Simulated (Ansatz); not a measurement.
For zinc-blende InAs, r²SCAN+SOC in Ansatz (plane waves, PAW) gives:

```
Property                           Value
------------------------------  --------
equilibrium lattice constant a   6.108 Å
bulk modulus                    57.3 GPa
band gap at the measured cell    0.11 eV
```

### Question
What does Hartree–Fock (Ansatz, a program for electronic structure, PAW) give for the same quantities?

### Answer

- lattice constant a: 6.175 Å (increases by 1.1 %)
- bulk modulus: 64.6 GPa (goes up by 13 %)
- band gap at the measured cell: 5.96 eV (rises by 5.85 eV)

For comparison: lattice constant a 6.047 Å (measured, static lattice: zero-point anharmonic expansion removed; as tabulated in Mejia-Rodriguez and Trickey (2018), arXiv:1807.09216); bulk modulus 58.6 GPa (measured, 0 K value with the zero-point phonon effect removed; as tabulated in Mejia-Rodriguez and Trickey (2018), arXiv:1807.09216); band gap 0.44 eV (measured, zero-point shift of 0.02 eV (the table's estimate, ZP (est)) added back here, E0, Γ; inputs from arXiv:2302.06325).

Changes are worked out from the printed values.

Unless a cell is named, each level is at its own relaxed cell (r²SCAN+SOC 28.48, Hartree–Fock 29.43 Å³/atom).

Spin–orbit coupling is included only where a level's name says +SOC; with heavier elements it mostly lowers gaps and can invert bands. Density-functional gaps are differences of (generalised) Kohn–Sham levels.

Ansatz's density-functional and Hartree–Fock values are scalar-relativistic unless marked +SOC, with PAW data made under PBE.
